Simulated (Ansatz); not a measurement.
Start from `O=CCCl` and change one atom or group to get `CSC(=O)CCl`.

Ansatz, PBE0-D4/def2-TZVP geometries, multiplicity 1. Each molecule was computed in one conformer, which needn't be the lowest.

```csv
property,`O=CCCl`
LUMO energy (PBE0/def2-TZVPP) / eV,-1.36
size of the dipole moment (B3LYP/def2-TZVPP) / D,1.43
HOMO–LUMO gap (PBE0/def2-TZVPP) / eV,6.62
size of the dipole moment (ωB97M-V/def2-TZVPP) / D,1.43
HOMO–LUMO gap (B3LYP/def2-TZVPP) / eV,6.11
LUMO energy (B3LYP/def2-TZVPP) / eV,-1.64
```

Problem. Give the same properties after the change, and the shifts. (Best estimate.)

Solution. The calculation gave: 
```tsv
property	`CSC(=O)CCl`	shift
LUMO energy (PBE0/def2-TZVPP) / eV	-1.28	0.08
size of the dipole moment (B3LYP/def2-TZVPP) / D	2.26	0.83
HOMO–LUMO gap (PBE0/def2-TZVPP) / eV	6.32	-0.30
size of the dipole moment (ωB97M-V/def2-TZVPP) / D	2.21	0.78
HOMO–LUMO gap (B3LYP/def2-TZVPP) / eV	5.88	-0.23
LUMO energy (B3LYP/def2-TZVPP) / eV	-1.51	0.13
```

With PBE0 the HOMO rises by 0.38 eV and the LUMO rises by 0.08 eV, so the gap narrows by about 0.30 eV. PBE moves the HOMO by 0.14 eV and ωB97M-V by 0.61 eV. The zero-point energy changes by 79.0 kJ/mol with +12 modes. Dipoles are sizes alone; their direction can turn.

B3LYP here is the variant with VWN-RPA as its local correlation; programs differ in this.
